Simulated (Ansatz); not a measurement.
Stepwise reaction of `Cl[Si]Cl` with hydrogen sulfide, as a gas-phase model of exchange steps in deposition or etching. ΔE in kJ/mol; ΔG adds harmonic PBE0-D4 terms to CCSD(T)/CBS, at 1 bar.

Gas-phase electronic energies from Ansatz, PBE0-D4/def2-TZVP geometries. CBS: MP2 limit from def2 TZ/QZ plus the TZ coupled-cluster correction, frozen cores. This one scheme is used for every species. DFT in def2-TZVPP. B3LYP here is the variant with VWN-RPA as its local correlation; programs differ in this. One conformer a species, not always the lowest.

| step | reaction | PBE-D4 | B3LYP-D4 | ωB97M-V | CCSD(T)/CBS | ΔG(600 K) |
| --- | --- | --- | --- | --- | --- | --- |
| 1 | `Cl[Si]Cl` + H₂S → `S[Si]Cl` + HCl | 19.9 | 25.8 | 28.3 | 23.1 | 27.6 |
| 2 | `S[Si]Cl` + H₂S → `S[Si]S` + HCl | 25.6 | 31.5 | 33.9 | 29.6 | 35.9 |

Problem. By hand: ΔE of the 2 steps together at CCSD(T)/CBS.

Solution. (23.1) + (29.6) = 52.7 kJ/mol, or 26.4 kJ/mol a step.

In ΔE each step is higher than the one before. All are uphill at CCSD(T)/CBS. ΔG lies between 27.6 and 35.9 kJ/mol a step. PBE-D4 differs from CCSD(T)/CBS by -4.0 to -3.2 kJ/mol a step. Isolated molecules leave out the surface, adducts and barriers. Largest T1 diagnostic: 0.015.
